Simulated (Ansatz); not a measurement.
Input file:

```yaml
crystal:
  periodic: [false, false, false]
  atoms:
    - {symbol: S, position_ang: [0.000000, 0.000000, 0.000000]}
    - {symbol: H, position_ang: [0.000000, 0.000000, 1.344413]}
basis:
  gaussian: {orbitals: "cc-pV(Q+d)Z.json"}
magnetization: {spin_polarized: false, initial_magnetization: 1}
correlation: {method: ccsd_t, electrons: outside_noble_gas}
```

```sh
$ ansatz run in.yaml --threads 1 --pin off --events-out ev --progress --plain --max-ram 2880MiB --backend cpu
```

Output:

```
558 factors; integrals over basis functions are off by at most 1.1e-3 eV
mean field evaluation 1: about -10832.6823 eV, gradient 7.6e0 eV
mean field evaluation 2: about -10832.6825 eV, gradient 7.6e0 eV
mean field evaluation 4: about -10832.9603 eV, gradient 9.1e-1 eV
mean field evaluation 8: about -10832.9643 eV, gradient 1.3e-3 eV
mean field evaluation 16: about -10832.9635 eV, gradient 2.3e-1 eV
mean field evaluation 32: about -10832.9642 eV, gradient 8.0e-2 eV
mean field -10832.96426023 eV, -398.1040937165 hartree, gradient 3.1e-6 eV, S^2 0.750000; 2 other end points of the search recorded, 0 dependent functions left out
5 core orbitals not correlated: weight in the atoms' cores, before any rotation towards them, 1.000 or more for the frozen orbitals, at most 0.000 for the correlated occupied ones
reference -10832.96426023 eV, -398.1040937165 hartree; 4, 3 occupied and 85, 86 virtual orbitals, 558 factors
second order -4.58772745 eV of doubles, -0.09191732 eV of singles
cycle   1  -5.11688130 eV  change   -4.4e-1 eV  update   4.5e-2
cycle   2  -5.26615067 eV  change   -1.5e-1 eV  update   1.4e-2
cycle   3  -5.27387091 eV  change   -7.7e-3 eV  update   3.5e-3
cycle   4  -5.27411519 eV  change   -2.4e-4 eV  update   1.1e-3
cycle   5  -5.27375811 eV  change    3.6e-4 eV  update   3.0e-4
cycle   6  -5.27376005 eV  change   -1.9e-6 eV  update   1.1e-4
cycle   7  -5.27378730 eV  change   -2.7e-5 eV  update   3.7e-5
cycle   8  -5.27378798 eV  change   -6.8e-7 eV  update   1.2e-5
cycle   9  -5.27378647 eV  change    1.5e-6 eV  update   3.7e-6
perturbative correction -0.20905901 eV, -0.0076827770 hartree
Total energy: -10838.44710571 eV, -398.3055845715 hartree
```

For the same geometry and basis UCCSDT(Q) lies 31.1 meV lower.

Ran on 1 thread of AMD EPYC 7R13, shared host: 3.6 s wall, 0.44 GiB peak host memory.
